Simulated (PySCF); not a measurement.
Molfile (atoms numbered from 1):
```
C3H2FN2
     RDKit          3D

  8  8  0  0  0  0  0  0  0  0999 V2000
    2.2328    0.2347    0.8362 F   0  0  0  0  0  0  0  0  0  0  0  0
    0.9738   -0.0845    0.4573 C   0  0  0  0  0  0  0  0  0  0  0  0
    0.1065    0.7233   -0.2830 C   0  0  0  0  0  0  0  0  0  0  0  0
   -1.0217   -0.1192   -0.3544 C   0  0  0  0  0  0  0  0  0  0  0  0
   -0.8048   -1.2775    0.2818 N   0  0  0  0  0  0  0  0  0  0  0  0
    0.4506   -1.2494    0.7904 N   0  0  0  0  0  0  0  0  0  0  0  0
    0.2733    1.7201   -0.6898 H   0  0  0  0  0  0  0  0  0  0  0  0
   -1.9831    0.0767   -0.8434 H   0  0  0  0  0  0  0  0  0  0  0  0
  1  2  1  0
  2  3  2  0
  3  4  1  0
  4  5  2  0
  5  6  1  0
  6  2  1  0
  3  7  1  0
  4  8  1  0
M  CHG  1   6  -1
M  END
```

Geometry: PBE0-D3(BJ)/def2-SVP; GIAO shifts from PySCF, gas phase, non-relativistic, averaged over equivalent atoms.

At PBE0/pcSseg-1 (112 basis functions, 6.3 s wall time on 1 thread of an x86-64 server CPU, shared host):
```
atoms  δ (ppm)
   F1   -159.9
   C2    172.3
   C4    135.4
   C3     78.0
   N5    347.5
   N6    327.3
   H8     6.79
   H7     4.85
```

δ = σ(ref) − σ, references computed at the same level: $^{19}$F (σref 177.25) vs CFCl3; TMS for $^{13}$C (σref 184.41) and $^{1}$H (σref 31.27); $^{15}$N (σref 265.67) vs NH3.

Question: Predict the values at PBE0/pcSseg-2 on the same geometry.

Answer: 
```tsv
atoms	δ at PBE0/pcSseg-2	change
F1	-158.4	+1.5
C2	177.8	+5.5
C4	140.1	+4.7
C3	79.3	+1.3
N5	348.6	+1.1
N6	332.7	+5.4
H8	7.10	+0.31
H7	5.12	+0.27
```

Referencing at the same level of theory: $^{19}$F (σ = 175.81 ppm) vs CFCl3; TMS for $^{13}$C (σ = 184.13 ppm) and $^{1}$H (σ = 31.25 ppm); $^{15}$N (σ = 261.69 ppm) against NH3.

The largest change is at C2 (aromatic carbon bearing fluorine). Cost: 244 basis functions, 18 s wall time on 1 thread of an x86-64 server CPU, shared host. The order of the carbon signals is the same at both levels.

Unscaled 19F shifts against computed CFCl3 carry errors that often reach 10 to 50 ppm. Experimental scales use liquid or dissolved standards, which lie at an offset from isolated NH3 (liquid NH3: subtract about 20 ppm). Unscaled 15N shifts of sp2 nitrogen come out 20 to 40 ppm too high even then.
